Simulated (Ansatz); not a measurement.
Reaction (SMILES): C[SiH2] (CH3-SiH2) → C atom + 5 H atom + Si atom
B3LYP-D3(BJ)/def2-TZVP geometries, fixed; electronic energies without zero-point terms.
Largest species:
```
C
H 1 1.0909
H 1 1.0909 2 108.23
H 1 1.0938 2 108.08 3 116.82
Si 1 1.8820 2 110.96 3 -121.97
H 5 1.4873 1 111.50 2 -58.56
H 5 1.4873 6 109.34 1 123.76
```
Charge 0, spin multiplicity 2.

Basis-set convergence of the atomisation energy at r2SCAN with Ansatz (a first-principles code). Cartesian d functions, on some or all atoms, in 6-31+G*, 6-311+G**; all else is spherical. The program fits the integrals of some runs and decomposes those of others, by size. Open shells are unrestricted. No added dispersion term, no relativity. Functions are those of the species that has most. Reference: the value in aug-pcseg-3, 535.30 kcal/mol, itself unsure by roughly 0.19 kcal/mol (its mean distance from aug-cc-pV(Q+d)Z, def2-QZVPPD, pcseg-3). Deviations are taken from unrounded values.

| basis | functions | atomisation energy (kcal/mol) | minus reference (kcal/mol) |
|---|---|---|---|
| def2-SV(P) | 42 | 524.65 | -10.65 |
| 6-31+G* | 52 | 529.05 | -6.24 |
| def2-SVP | 57 | 533.03 | -2.27 |
| 6-311+G** | 83 | 530.42 | -4.87 |
| def2-TZVP | 98 | 533.41 | -1.88 |
| aug-cc-pV(D+d)Z | 100 | 526.58 | -8.72 |
| 6-311++G(2d,2p) | 112 | 532.48 | -2.81 |
| def2-TZVPP | 143 | 534.54 | -0.75 |
| jun-cc-pV(T+d)Z | 157 | 534.33 | -0.96 |
| 6-311++G(3df,3pd) | 176 | 534.39 | -0.91 |
| aug-cc-pV(T+d)Z | 216 | 534.43 | -0.87 |
| def2-QZVPP | 277 | 534.81 | -0.49 |
| aug-cc-pV(Q+d)Z | 399 | 535.25 | -0.05 |

The smallest set listed that lies within 4 kcal/mol of the reference with all its larger relatives (same family, alike in diffuse functions; a set with none counts only in the reference's own line) is def2-SVP (57 functions, -2.27 kcal/mol off).
